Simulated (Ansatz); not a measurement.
C2H4N2O can be A, `C=NC(=N)O`, or B, `OC1=NCN1`.

Gas-phase electronic energies from Ansatz, PBE0-D4/def2-TZVP geometries. CCSD(T)/CBS adds triple-zeta CCSD(T) − MP2 to the extrapolated MP2 energy (def2 sets, frozen cores). DFT in def2-TZVPP. B3LYP here is the variant with VWN-RPA as its local correlation; programs differ in this. One conformer a species, not always the lowest.

A:

```xyz
9

C    -0.710   -0.393    1.387
N    -0.025    0.488    0.789
C     0.339    0.264   -0.548
N     1.013    1.083   -1.232
O    -0.074   -0.899   -1.084
H    -1.038   -1.324    0.921
H    -0.987   -0.209    2.423
H     1.231    1.894   -0.661
H     0.250   -0.903   -1.993
```

B:

```xyz
9

O    -1.022   -1.003   -1.430
C    -0.314   -0.267   -0.590
N     0.775    0.400   -0.740
C     0.649    0.689    0.704
N    -0.672    0.000    0.719
H    -0.562   -0.999   -2.278
H     0.576    1.751    0.945
H     1.410    0.196    1.312
H    -0.841   -0.768    1.357
```

(1) Which isomer does CCSD(T)/CBS put lower? Give the gap. (Estimate.)

(2) Give E(B) − E(A) in kcal/mol with PBE0-D4, r2SCAN-D4, LDA (SPW92), B3LYP, CCSD(T)/def2-TZVPP, MP2/def2-TZVPP, B2PLYP. (Best estimate.)

(3) Does the order hold for the free energy at 298.15 K (harmonic terms from PBE0-D4)? (Estimate.)

Largest T1 diagnostic: 0.015.

Results:

(1) The calculation gave: A, by 11.7 kcal/mol.

(2) The calculation gave: PBE0-D4 7.7, r2SCAN-D4 11.0, LDA (SPW92) 5.2, B3LYP 14.3, CCSD(T)/def2-TZVPP 12.0, MP2/def2-TZVPP 9.2, B2PLYP 13.0. None reverses the order clearly.

(3) The calculation gave: Yes: G(B) − G(A) = +13.6 kcal/mol, for one conformer each.

From r2SCAN to r2SCAN0 (25 % exact exchange), in def2-TZVPP and without D4, E(B) − E(A) moves by −1.8 kcal/mol. In def2-TZVPP, CCSD(T) changes the Hartree–Fock value by −3.2 kcal/mol (the triples alone add +0.3 kcal/mol) and MP2 by −6.0 kcal/mol.
